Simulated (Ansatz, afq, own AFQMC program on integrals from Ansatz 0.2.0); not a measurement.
BHCl, doublet in def2-TZVP, levels against CCSDT(Q)

```tsv
atom	x (Å)	y (Å)	z (Å)
B	-0.1393	-1.2651	0.2009
Cl	-0.7240	-2.1705	-1.1381
H	-0.3825	-1.5511	1.3484
```

Connectivity, by distances: BH–Cl.

Basis def2-TZVP. Noble-gas cores (and the filled d shells of Ga–Kr and In–Xe) are frozen. Integrals, coupled cluster, full CI and functionals: Ansatz 0.2.0; the random walks run on the same integrals in our own AFQMC program. ph-AFQMC/CISD is guided by a CISD state made of CCSD amplitudes; releasing the constraint for a short imaginary time cuts its bias at the price of noise, slowly where states lie close. Error bars are statistical, one sigma.

Determinant: UHF, the one that the program's search chose, which needn't be the lowest solution. The geometry is a PBE0/def2-SVP stationary point of this or a neighbouring charge and spin state.

No full CI on the walks' own integrals is used here; CCSDT(Q) serves as the reference and is uncertain by about the last step of the cluster series.

The T1 diagnostic is 0.0159. The weight of the determinant in the CISD state is 0.883, the ⟨S²⟩ of the determinant is 0.755 and the size of the correlated space is 11 electrons in 68 orbitals.

Reference: CCSDT(Q), correlation energy -8.186 eV. The released energy is read at 2.40 1/Eh (meV from the phaseless value at times in 1/Eh: -8 ± 4 at 0.24, -9 ± 3 at 0.51, -13 ± 4 at 0.99, -13 ± 5 at 1.62, -18 ± 8 at 2.40).

| level | E − E(reference) (kJ/mol) | share of correlation (%) |
| --- | --- | --- |
| HF | 789.8 | 0.00 |
| MP2 | 110.8 | 85.97 |
| CCSD | 35.8 | 95.47 |
| CCSD(T) | 4.1 | 99.49 |
| CCSDT | 1.5 | 99.81 |
| ph-AFQMC/CISD | 1.3 ± 0.4 | 99.83 |
| released AFQMC | -0.4 ± 0.7 | 100.06 |

A walk keeps the symmetry of its determinant, which the program's search chose and which needn't be the lowest solution, so a lower state of the same spin and another symmetry isn't excluded. Released energies are given only where the last usable release times agree within the noise; a slower fall can still hide under it.
